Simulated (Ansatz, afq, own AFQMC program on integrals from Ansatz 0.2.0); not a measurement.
O, triplet in def2-TZVP, levels against full CI

A free O atom.

Basis def2-TZVP. Only valence electrons are correlated. Integrals, coupled cluster, full CI and functionals: Ansatz 0.2.0; the random walks run on the same integrals in our own AFQMC program. The CISD trial takes its coefficients from CCSD amplitudes. Released means that phaseless walkers are propagated on without the constraint, phases kept. Uncertainties: one standard error, sampling alone.

Determinant: UHF, the one that the program's search chose, which needn't be the lowest solution.

Full CI on the same integrals is exact in this basis and with this determinant's frozen core.

The T1 diagnostic is 0.0064 and the weight of the determinant in the CISD state is 0.963. The ⟨S²⟩ of the determinant is 2.008. The size of the correlated space is 6 electrons in 30 orbitals.

| level | correlation energy (eV) |
| --- | --- |
| MP2 | -3.8550 |
| CCSD | -4.3069 |
| CCSD(T) | -4.3843 |

Question: Estimate where phaseless AFQMC with a CISD trial lies against CCSD(T) on the same integrals.

Answer: 0.11 ± 0.02 kcal/mol below CCSD(T).

Reference: full CI, correlation energy -4.395 eV. The released energy is read at 1.00 1/Eh, later times being too noisy (meV from the phaseless value at times in 1/Eh: -3.5 ± 1.2 at 0.24, -4.4 ± 0.8 at 0.50, -4.0 ± 1.1 at 1.00, 2 ± 6 at 1.50).

```json
{"level": "CCSD(T)", "E − E(reference) (kcal/mol)": "0.24", "share of correlation (%)": "99.77"}
{"level": "CCSDT", "E − E(reference) (kcal/mol)": "0.04", "share of correlation (%)": "99.96"}
{"level": "CCSDT(Q)", "E − E(reference) (kcal/mol)": "0.00", "share of correlation (%)": "100.00"}
{"level": "CCSDTQ", "E − E(reference) (kcal/mol)": "0.00", "share of correlation (%)": "100.00"}
{"level": "ph-AFQMC/HF", "E − E(reference) (kcal/mol)": "2.25 ± 0.25", "share of correlation (%)": "97.78"}
{"level": "ph-AFQMC/CISD", "E − E(reference) (kcal/mol)": "0.13 ± 0.02", "share of correlation (%)": "99.87"}
{"level": "released AFQMC", "E − E(reference) (kcal/mol)": "0.04 ± 0.02", "share of correlation (%)": "99.96"}
```

CCSDT and higher add their correlation energy to the determinant of the CCSD(T) run, since their own runs factorise the integrals more tightly (a shift of under 2 meV). A walk keeps the symmetry of its determinant, which the program's search chose and which needn't be the lowest solution, so a lower state of the same spin and another symmetry isn't excluded. Released energies are given only where the last usable release times agree within the noise; a slower fall can still hide under it.
